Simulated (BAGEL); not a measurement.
# SiH3O2 (SMILES [O][SiH2]O) at UHF/def2-TZVP (density fitting with qzvpp-jkfit)

Aim: the vertical doublet–quartet gap of SiH3O2 at UHF/def2-TZVP (density fitting with qzvpp-jkfit), from 2 runs. 

Program for the calculation: BAGEL 1.2.2.

1 further run of the same task is left out (set aside as unsound or not needed). Runs told in other sessions of the task aren't counted.

### Step 1. The system as given

SiH3O2 has 6 atoms, charge 0, and is taken as a doublet. SMILES: `[O][SiH2]O`. The coordinates come from a PBE0-D4/def2-TZVP relaxation. This is one conformer, not always the lowest.

Bond lengths: O1–Si2 1.647 Å, Si2–O3 1.632 Å, Si2–H4 1.494 Å, Si2–H5 1.479 Å, O3–H6 0.959 Å. Angles: O1–Si2–O3 117.2°, O1–Si2–H4 98.3°, O1–Si2–H5 110.2°, O3–Si2–H4 112.7°, O3–Si2–H5 105.0°, Si2–O3–H6 119.0°, H4–Si2–H5 113.8°.

### Step 2. A single-point energy at UHF/def2-TZVP (density fitting with qzvpp-jkfit)

Input file hf.json:

```json
{ "bagel": [

{
  "title": "molecule",
  "basis": "def2-tzvp.json",
  "df_basis": "qzvpp-jkfit",
  "angstrom": "true",
  "geometry": [
    { "atom": "O", "xyz": [      -1.671900,      -0.490300,       0.111200 ] },
    { "atom": "Si", "xyz": [      -0.205500,       0.160400,      -0.263400 ] },
    { "atom": "O", "xyz": [       0.949700,       0.110200,       0.888500 ] },
    { "atom": "H", "xyz": [       0.117000,      -0.700300,      -1.441700 ] },
    { "atom": "H", "xyz": [      -0.353500,       1.594200,      -0.594000 ] },
    { "atom": "H", "xyz": [       1.206400,      -0.738300,       1.253100 ] }
  ]
},

{
  "title": "uhf",
  "nopen": 1
},

{
  "title": "print",
  "file": "orbitals.molden",
  "orbitals": "true"
}

]}
```

The basis set def2-TZVP is read from a file made from the Basis Set Exchange's data (not shown).

Launch:

```bash
$ BAGEL_NUM_THREADS=1 BAGEL hf.json > hf.out
```

Log:

```text
* using 1 threads per process

  ===============================================================
  ===============================================================

  *** Geometry ***

  { "atom" : "O", "xyz" : [     -3.159433,     -0.926533,      0.210138 ] },
  { "atom" : "Si", "xyz" : [     -0.388339,      0.303112,     -0.497754 ] },
  { "atom" : "O", "xyz" : [      1.794673,      0.208248,      1.679022 ] },
  { "atom" : "H", "xyz" : [      0.221098,     -1.323375,     -2.724418 ] },
  { "atom" : "H", "xyz" : [     -0.668018,      3.012601,     -1.122497 ] },
  { "atom" : "H", "xyz" : [      2.279766,     -1.395185,      2.368016 ] },

  Number of auxiliary basis functions:      336

  Since a DF basis is specified, we compute 2- and 3-index integrals:
    o Being stored without compression. Storage requirement is 0.037 GB

  Number of basis functions:      117
  Number of electrons      :       33

    * METHOD: MOLECULE                             0.13

  *** Open-shell HF ***

  === Nuclear Repulsion ===
   110.7352561262

      * DIIS with orbital gradients will be used.

  === UHF iteration (def2-tzvp.json) ===
      0       -439.88045998          0.06308402           0.10
      1       -439.90374646          0.06631912           0.10
      2       -439.95166092          0.06121490           0.10
      3       -440.48002548          0.00783418           0.10
      4       -440.50837680          0.00477830           0.10
      5       -440.52060641          0.00227811           0.10
      6       -440.52493946          0.00088833           0.10
      7       -440.52523511          0.00032187           0.10
      8       -440.52538983          0.00014696           0.10
      9       -440.52545230          0.00012054           0.10
     10       -440.52549589          0.00009699           0.10
     11       -440.52552206          0.00007885           0.11
     12       -440.52554399          0.00006791           0.10
     13       -440.52556417          0.00006237           0.10
     14       -440.52557631          0.00005951           0.10
     15       -440.52559378          0.00005529           0.10
     16       -440.52563174          0.00004130           0.10
     17       -440.52566649          0.00003024           0.10
     18       -440.52567436          0.00002102           0.10
     19       -440.52568557          0.00001382           0.10
     20       -440.52568687          0.00001105           0.10
     21       -440.52568779          0.00000915           0.10
     22       -440.52568776          0.00000600           0.10
     23       -440.52568809          0.00000450           0.10
     24       -440.52568839          0.00000288           0.10
     25       -440.52568851          0.00000134           0.10
     26       -440.52568852          0.00000029           0.10
     27       -440.52568852          0.00000013           0.10
     28       -440.52568852          0.00000004           0.10
     29       -440.52568852          0.00000003           0.10
     30       -440.52568852          0.00000002           0.10
     31       -440.52568852          0.00000001           0.10
     32       -440.52568852          0.00000001           0.10
    * SCF iteration converged.

    * S^2 (UHF) is 0.7578

    * Permanent dipole moment:
           (   -0.484515,     0.302172,    -0.004579) a.u.

    * METHOD: UHF                                  3.50

    * METHOD: PRINT                                0.02

  ===============================================================
```

It took 3.9 s on 1 thread of Arm Neoverse V2, shared host; peak memory 0.11 GiB.

### Step 3. The quartet at the same level

Input file input.json:

```json
{ "bagel" : [

{
  "title" : "molecule",
  "basis" : "def2-tzvp.json",
  "df_basis" : "qzvpp-jkfit",
  "angstrom" : "true",
  "geometry" : [
    { "atom" : "O", "xyz" : [      -1.671900,      -0.490300,       0.111200 ] },
    { "atom" : "Si", "xyz" : [      -0.205500,       0.160400,      -0.263400 ] },
    { "atom" : "O", "xyz" : [       0.949700,       0.110200,       0.888500 ] },
    { "atom" : "H", "xyz" : [       0.117000,      -0.700300,      -1.441700 ] },
    { "atom" : "H", "xyz" : [      -0.353500,       1.594200,      -0.594000 ] },
    { "atom" : "H", "xyz" : [       1.206400,      -0.738300,       1.253100 ] }
  ]
},

{
  "title" : "uhf",
  "nopen" : 3
},

{
  "title" : "print",
  "file" : "orbitals.molden",
  "orbitals" : "true"
}

]}
```

The basis set def2-TZVP is read from a file made from the Basis Set Exchange's data (not shown).

Launch:

```bash
$ BAGEL_NUM_THREADS=1 BAGEL input.json > input.out
```

Log:

```text
* using 1 threads per process

  ===============================================================
  ===============================================================

  *** Geometry ***

  { "atom" : "O", "xyz" : [     -3.159433,     -0.926533,      0.210138 ] },
  { "atom" : "Si", "xyz" : [     -0.388339,      0.303112,     -0.497754 ] },
  { "atom" : "O", "xyz" : [      1.794673,      0.208248,      1.679022 ] },
  { "atom" : "H", "xyz" : [      0.221098,     -1.323375,     -2.724418 ] },
  { "atom" : "H", "xyz" : [     -0.668018,      3.012601,     -1.122497 ] },
  { "atom" : "H", "xyz" : [      2.279766,     -1.395185,      2.368016 ] },

  Number of auxiliary basis functions:      336

  Since a DF basis is specified, we compute 2- and 3-index integrals:
    o Being stored without compression. Storage requirement is 0.037 GB

  Number of basis functions:      117
  Number of electrons      :       33

    * METHOD: MOLECULE                             0.14

  *** Open-shell HF ***

  === Nuclear Repulsion ===
   110.7352561262

      * DIIS with orbital gradients will be used.

  === UHF iteration (def2-tzvp.json) ===
      0       -439.63669874          0.05542032           0.10
      1       -439.73958650          0.05579402           0.10
      2       -439.81568184          0.04978390           0.10
      3       -440.16609934          0.00625133           0.10
      4       -440.18309334          0.00378194           0.10
      5       -440.19518881          0.00234018           0.10
      6       -440.20426403          0.00163195           0.10
      7       -440.20853902          0.00150685           0.10
      8       -440.21299902          0.00122005           0.10
      9       -440.21716134          0.00097247           0.10
     10       -440.21969959          0.00084719           0.10
     11       -440.22164677          0.00080083           0.10
     12       -440.22326807          0.00074951           0.10
     13       -440.22702264          0.00056176           0.10
     14       -440.22668615          0.00065962           0.10
     15       -440.22854822          0.00049433           0.10
     16       -440.22827358          0.00041265           0.10
     17       -440.22874171          0.00020848           0.10
     18       -440.22906139          0.00019080           0.10
     19       -440.22910883          0.00012348           0.10
     20       -440.22915034          0.00004552           0.10
     21       -440.22915314          0.00002503           0.10
     22       -440.22915489          0.00001855           0.10
     23       -440.22915514          0.00001150           0.10
     24       -440.22915549          0.00000850           0.10
     25       -440.22915563          0.00000646           0.10
     26       -440.22915576          0.00000438           0.10
     27       -440.22915583          0.00000303           0.10
     28       -440.22915587          0.00000174           0.10
     29       -440.22915588          0.00000086           0.10
     30       -440.22915589          0.00000050           0.10
     31       -440.22915589          0.00000036           0.10
     32       -440.22915589          0.00000031           0.10
     33       -440.22915589          0.00000025           0.10
     34       -440.22915589          0.00000020           0.10
     35       -440.22915589          0.00000013           0.10
     36       -440.22915589          0.00000010           0.10
     37       -440.22915589          0.00000007           0.10
     38       -440.22915589          0.00000005           0.10
     39       -440.22915589          0.00000004           0.10
     40       -440.22915589          0.00000003           0.10
     41       -440.22915589          0.00000002           0.10
     42       -440.22915589          0.00000001           0.10
     43       -440.22915589          0.00000001           0.10
    * SCF iteration converged.

    * S^2 (UHF) is 3.7678

    * Permanent dipole moment:
           (    1.072856,     0.267460,     0.384060) a.u.

    * METHOD: UHF                                  4.52

    * METHOD: PRINT                                0.02

  ===============================================================
```

Wall time 5.1 s (1 thread of Arm Neoverse V2, shared host); peak memory 0.11 GiB.

### Step 4. Results

At UHF/def2-TZVP (density fitting with qzvpp-jkfit):

| quantity | value |
| --- | --- |
| doublet: total energy | -440.52569 Eh |
| doublet: dipole moment | 1.45 D |
| doublet: ⟨S²⟩ | 0.758 |
| quartet: total energy | -440.22916 Eh |
| quartet: dipole moment | 2.98 D |
| quartet: ⟨S²⟩ | 3.768 |
| vertical energy of the quartet above the doublet | 8.069 eV |

In words: At this shape the quartet lies 8.07 eV (779 kJ/mol) above the doublet.
